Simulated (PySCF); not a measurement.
Species: CH3ClO2S.
Bonds: C1–S2, S2–O3 (double), S2–O4 (double), S2–Cl5. Hydrogens: H6, H7, H8 on C1.

Computed by this run: PBE0-D3(BJ)/def2-SVP geometry optimisation, gas phase in PySCF 2.14.0; density fitting, grid level 1; the optimiser is geomeTRIC in internal coordinates, started from a GFN2-xTB structure with every atom displaced at random (about 0.01 Å).

Step 0: E = -28511.4919 eV
```
atom  x, y, z in Å  |  force x, y, z in eV/Å
C1     -0.0389    2.4563    1.7436    0.373   1.816   0.167
S2      1.7012    2.1528    1.8171   -0.190  -0.157   0.177
O3      2.1710    1.7317    0.5400    0.236  -0.264  -1.626
O4      2.0517    1.3895    2.9722   -0.117  -0.544   1.249
Cl5     2.4152    4.0417    2.1290    0.095   0.791   0.106
H6     -0.3627    2.9104    2.6870    0.035  -0.110   0.104
H7     -0.2235    3.1638    0.9205    0.086  -0.142   0.027
H8     -0.5354    1.5382    1.5604   -0.518  -1.390  -0.206
```

Step 1: E = -28511.5951 eV
```
atom  x, y, z in Å  |  force x, y, z in eV/Å
C1     -0.0286    2.4854    1.7451   -0.092  -0.423  -0.168
S2      1.7135    2.1286    1.8091   -0.130   0.181  -0.164
O3      2.1666    1.7025    0.5002   -0.039   0.134   0.298
O4      1.9935    1.3725    3.0090    0.078   0.057  -0.062
Cl5     2.4087    4.1129    2.1193   -0.013  -0.290  -0.039
H6     -0.3382    2.8855    2.7130    0.013   0.068   0.124
H7     -0.2184    3.1855    0.9258    0.044   0.043  -0.045
H8     -0.5185    1.5114    1.5482    0.139   0.229   0.057
```

**Question.** Estimate the geometry and energy of step 2. (The exact step hangs on the optimiser's Hessian estimate; all steps are aligned on step 1, rigid shifts and turns removed.)

**Answer.** E = -28511.6018 eV, largest force 0.236 eV/Å
```
atom  x, y, z in Å  |  force x, y, z in eV/Å
C1     -0.0361    2.4808    1.7430   -0.012  -0.080  -0.006
S2      1.7034    2.1324    1.8102    0.181   0.144  -0.047
O3      2.1670    1.7146    0.5056   -0.082   0.032   0.075
O4      2.0017    1.3792    3.0067   -0.056   0.007  -0.008
Cl5     2.4202    4.0987    2.1199   -0.071  -0.157  -0.020
H6     -0.3408    2.8869    2.7144    0.005   0.017  -0.014
H7     -0.2180    3.1810    0.9198    0.015   0.005   0.006
H8     -0.5189    1.5108    1.5501    0.020   0.032   0.014
```

The energy changes by -0.0066 eV. The first-order estimate −F·Δx gives -0.0134 eV and the mean of the old and new forces, exact on a quadratic surface, -0.0071 eV. The step makes an angle of 55° with the force vector and moves no atom by more than 0.018 Å.

The cost below is that of the whole optimisation. Hardware: one thread, AMD EPYC 7R32 (x86_64), shared host with 96 logical CPUs at a one-minute load of 12. Cost: 16 s, 0.39 GiB resident at most.
